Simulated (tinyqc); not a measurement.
Worked calculation (part 3 of 3): UHF in the sto-6g basis, for CH+, spin multiplicity 1. Computed by tinyqc, a small Python program that keeps every step (integrals from PySCF). Command: `OMP_NUM_THREADS=1 python tinyqc.py 21964 21965 out.jsonl` (the two numbers bound the seeds that draw the settings). One thread of a shared host (Intel(R) Xeon(R) Processor @ 2.60GHz), about 0.2 s of CPU time with the checks.

Geometry (angstrom):
```
atom         x         y         z
C     0.000000  0.000000  0.000000
H     0.000000  0.000000  1.273000
```

## Iteration 9 (converged): orbitals

converged F(alpha) (hartree), order 1C 1s, 1C 2s, 1C 2px, 1C 2py, 1C 2pz, 2H 1s:
$$\begin{pmatrix}
-11.814123 & -2.997059 & 0.002605 & 0.000522 & -0.012164 & -0.529849 \\
-2.997059 & -1.808685 & 0.150860 & 0.030226 & -0.086973 & -0.720987 \\
0.002605 & 0.150860 & -0.337887 & -0.014024 & -0.165992 & -0.031303 \\
0.000522 & 0.030226 & -0.014024 & -0.270701 & -0.033258 & -0.006272 \\
-0.012164 & -0.086973 & -0.165992 & -0.033258 & -0.688232 & -0.585326 \\
-0.529849 & -0.720987 & -0.031303 & -0.006272 & -0.585326 & -0.719267
\end{pmatrix}$$

converged F(beta) (hartree), order 1C 1s, 1C 2s, 1C 2px, 1C 2py, 1C 2pz, 2H 1s:
$$\begin{pmatrix}
-11.814123 & -2.997059 & -0.002605 & -0.000522 & -0.012164 & -0.529849 \\
-2.997059 & -1.808685 & -0.150860 & -0.030226 & -0.086973 & -0.720987 \\
-0.002605 & -0.150860 & -0.337887 & -0.014024 & 0.165992 & 0.031303 \\
-0.000522 & -0.030226 & -0.014024 & -0.270701 & 0.033258 & 0.006272 \\
-0.012164 & -0.086973 & 0.165992 & 0.033258 & -0.688232 & -0.585326 \\
-0.529849 & -0.720987 & 0.031303 & 0.006272 & -0.585326 & -0.719267
\end{pmatrix}$$

X, order 1C 1s, 1C 2s, 1C 2px, 1C 2py, 1C 2pz, 2H 1s:
$$\begin{pmatrix}
1.024162 & -0.134408 & 0.000000 & 0.000000 & -0.008014 & 0.021151 \\
-0.134408 & 1.102373 & 0.000000 & 0.000000 & 0.078917 & -0.252579 \\
0.000000 & 0.000000 & 1.000000 & 0.000000 & 0.000000 & 0.000000 \\
0.000000 & 0.000000 & 0.000000 & 1.000000 & 0.000000 & 0.000000 \\
-0.008014 & 0.078917 & 0.000000 & 0.000000 & 1.078662 & -0.252691 \\
0.021151 & -0.252579 & 0.000000 & 0.000000 & -0.252691 & 1.155168
\end{pmatrix}$$

Diagonalise F' = X^T F X, C = X C', fill 3 alpha and 3 beta electrons from the bottom; D(s) = C_occ C_occ^T. Each column has its largest component positive (the first on a tie).

F' = X^T F X (alpha) (hartree):
$$\begin{pmatrix}
-11.618491 & -1.443488 & -0.016940 & -0.003394 & -0.023310 & -0.055214 \\
-1.443488 & -1.199444 & 0.160761 & 0.032209 & 0.048797 & -0.355066 \\
-0.016940 & 0.160761 & -0.337887 & -0.014024 & -0.159255 & -0.032265 \\
-0.003394 & 0.032209 & -0.014024 & -0.270701 & -0.031908 & -0.006464 \\
-0.023310 & 0.048797 & -0.159255 & -0.031908 & -0.523830 & -0.421059 \\
-0.055214 & -0.355066 & -0.032265 & -0.006464 & -0.421059 & -0.366817
\end{pmatrix}$$

orbital energies (alpha) (hartree): MO1 -11.815737, MO2 -1.193458, MO3 -0.864149, MO4 -0.267891, MO5 -0.246249, MO6 0.070313

coefficients C (alpha), order 1C 1s, 1C 2s, 1C 2px, 1C 2py, 1C 2pz, 2H 1s:
$$\begin{pmatrix}
0.996769 & -0.231036 & 0.090230 & 0.000000 & -0.069990 & 0.086710 \\
0.013529 & 0.860538 & -0.425725 & 0.000000 & 0.312405 & -0.532698 \\
-0.000379 & -0.111163 & 0.360509 & -0.196452 & 0.902918 & 0.061825 \\
-0.000076 & -0.022272 & 0.072230 & 0.980514 & 0.180905 & 0.012387 \\
0.002367 & 0.159272 & 0.678254 & 0.000000 & -0.193467 & -0.843104 \\
-0.003167 & 0.255117 & 0.387633 & 0.000000 & -0.198612 & 1.098958
\end{pmatrix}$$

F' = X^T F X (beta) (hartree):
$$\begin{pmatrix}
-11.618491 & -1.443488 & 0.016940 & 0.003394 & -0.023310 & -0.055214 \\
-1.443488 & -1.199444 & -0.160761 & -0.032209 & 0.048797 & -0.355066 \\
0.016940 & -0.160761 & -0.337887 & -0.014024 & 0.159255 & 0.032265 \\
0.003394 & -0.032209 & -0.014024 & -0.270701 & 0.031908 & 0.006464 \\
-0.023310 & 0.048797 & 0.159255 & 0.031908 & -0.523830 & -0.421059 \\
-0.055214 & -0.355066 & 0.032265 & 0.006464 & -0.421059 & -0.366817
\end{pmatrix}$$

orbital energies (beta) (hartree): MO1 -11.815737, MO2 -1.193458, MO3 -0.864149, MO4 -0.267891, MO5 -0.246249, MO6 0.070313

coefficients C (beta), order 1C 1s, 1C 2s, 1C 2px, 1C 2py, 1C 2pz, 2H 1s:
$$\begin{pmatrix}
0.996769 & -0.231036 & 0.090230 & 0.000000 & 0.069990 & 0.086710 \\
0.013529 & 0.860538 & -0.425725 & 0.000000 & -0.312405 & -0.532698 \\
0.000379 & 0.111163 & -0.360509 & -0.196452 & 0.902918 & -0.061825 \\
0.000076 & 0.022272 & -0.072230 & 0.980514 & 0.180905 & -0.012387 \\
0.002367 & 0.159272 & 0.678254 & 0.000000 & 0.193467 & -0.843104 \\
-0.003167 & 0.255117 & 0.387633 & 0.000000 & 0.198612 & 1.098958
\end{pmatrix}$$

D(alpha) after iteration 9, order 1C 1s, 1C 2s, 1C 2px, 1C 2py, 1C 2pz, 2H 1s:
$$\begin{pmatrix}
1.055068 & -0.223743 & 0.057834 & 0.011587 & 0.026761 & -0.027122 \\
-0.223743 & 0.921950 & -0.249142 & -0.049917 & -0.151659 & 0.054469 \\
0.057834 & -0.249142 & 0.142324 & 0.028515 & 0.226810 & 0.111387 \\
0.011587 & -0.049917 & 0.028515 & 0.005713 & 0.045443 & 0.022317 \\
0.026761 & -0.151659 & 0.226810 & 0.045443 & 0.485402 & 0.303539 \\
-0.027122 & 0.054469 & 0.111387 & 0.022317 & 0.303539 & 0.215354
\end{pmatrix}$$

D(beta) after iteration 9, order 1C 1s, 1C 2s, 1C 2px, 1C 2py, 1C 2pz, 2H 1s:
$$\begin{pmatrix}
1.055068 & -0.223743 & -0.057834 & -0.011587 & 0.026761 & -0.027122 \\
-0.223743 & 0.921950 & 0.249142 & 0.049917 & -0.151659 & 0.054469 \\
-0.057834 & 0.249142 & 0.142324 & 0.028515 & -0.226810 & -0.111387 \\
-0.011587 & 0.049917 & 0.028515 & 0.005713 & -0.045443 & -0.022317 \\
0.026761 & -0.151659 & -0.226810 & -0.045443 & 0.485402 & 0.303539 \\
-0.027122 & 0.054469 & -0.111387 & -0.022317 & 0.303539 & 0.215354
\end{pmatrix}$$

## Convergence

Stop when the energy changes by less than 1e-10 hartree and every element of the error matrix X^T (F D S - S D F) X (for each spin) is below 3e-06.

Course of the cycle:
```
iteration   E (hartree)     change  largest element of the error matrix
1          -37.74815669          -                             1.31e-01
2          -37.82141276  -7.33e-02                             3.15e-02
3          -37.83145550  -1.00e-02                             9.15e-03
4          -37.83231343  -8.58e-04                             4.11e-03
5          -37.83249311  -1.80e-04                             1.16e-03
6          -37.83250943  -1.63e-05                             4.05e-05
7          -37.83250944  -1.57e-08                             2.21e-05
8          -37.83250946  -1.67e-08                             1.05e-06
9          -37.83250946  -4.06e-11                             6.49e-08
```

PySCF UHF in the same basis, after a stability check = -37.83250946 hartree

Converged in 9 iterations.

## Populations, bond orders and dipole

overlap S, order 1C 1s, 1C 2s, 1C 2px, 1C 2py, 1C 2pz, 2H 1s:
$$\begin{pmatrix}
1.000000 & 0.243228 & 0.000000 & 0.000000 & 0.000000 & 0.042504 \\
0.243228 & 1.000000 & 0.000000 & 0.000000 & 0.000000 & 0.391813 \\
0.000000 & 0.000000 & 1.000000 & 0.000000 & 0.000000 & 0.000000 \\
0.000000 & 0.000000 & 0.000000 & 1.000000 & 0.000000 & 0.000000 \\
0.000000 & 0.000000 & 0.000000 & 0.000000 & 1.000000 & 0.399705 \\
0.042504 & 0.391813 & 0.000000 & 0.000000 & 0.399705 & 1.000000
\end{pmatrix}$$

Mulliken: Z minus the diagonal of D S on the atom; Loewdin: the same with S^(1/2) D S^(1/2); Mayer order: 2 sum_s sum (D(s) S)_ij (D(s) S)_ji over the two atoms.

Charges (e):
```
atom  Mulliken   Loewdin  Mulliken spin
1C    0.713739  0.770976              0
2H    0.286261  0.229024              0
```

Mayer bond orders:
```
pair     order
2-1   0.918054
```

dipole moment about the origin, x y z (debye): [0.000000, 0.000000, 2.125231]

<S^2> of the determinant (pure state: 0) = 0.504488
